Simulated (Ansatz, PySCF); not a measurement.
This PySCF input computes a CCSD(T)/cc-pVDZ energy:

```python
from pyscf import gto, scf, mp, cc as ccmod

mol = gto.M(
    atom='''
    O    -0.02442974    0.65299425    0.02901803
    O     0.02442974   -0.65299425   -0.02901803
    H     0.92959641    0.94278890   -0.02174973
    H    -0.92959641   -0.94278890    0.02174973
    ''',
    basis='cc-pvdz',
    charge=1,
    spin=1,
    verbose=4,
)

mf = scf.UHF(mol)
mf.conv_tol = 1e-10
mf.max_cycle = 100
mf.kernel()
mo, _, stable, _ = mf.stability(return_status=True)
if not stable:
    mf.kernel(mf.make_rdm1(mo, mf.mo_occ))
mp2 = mp.MP2(mf, frozen=2).run()
cc = ccmod.CCSD(mf, frozen=2)
cc.max_cycle = 100
cc.kernel()
et = cc.ccsd_t()
print(f'E(CCSD(T)) = {cc.e_tot + et:.9f}')
```

Task: Write an input for the same energy in Ansatz (an electronic-structure program) and say what it gives.

Result: 
Ansatz 0.2 input:
```yaml
crystal:
  periodic: [false, false, false]
  atoms:
    - {symbol: O, position_ang: [-0.02442974, 0.65299425, 0.02901803]}
    - {symbol: O, position_ang: [0.02442974, -0.65299425, -0.02901803]}
    - {symbol: H, position_ang: [0.92959641, 0.94278890, -0.02174973]}
    - {symbol: H, position_ang: [-0.92959641, -0.94278890, 0.02174973]}
basis:
  gaussian:
    orbitals: cc-pVDZ
total_charge: 1
magnetization: {spin_polarized: true, initial_magnetization: 1}
correlation: {method: ccsd_t, electrons: outside_noble_gas}
```
It gives -150.82743 Eh, and PySCF -150.82744 Eh, a difference of 0.01 mEh.
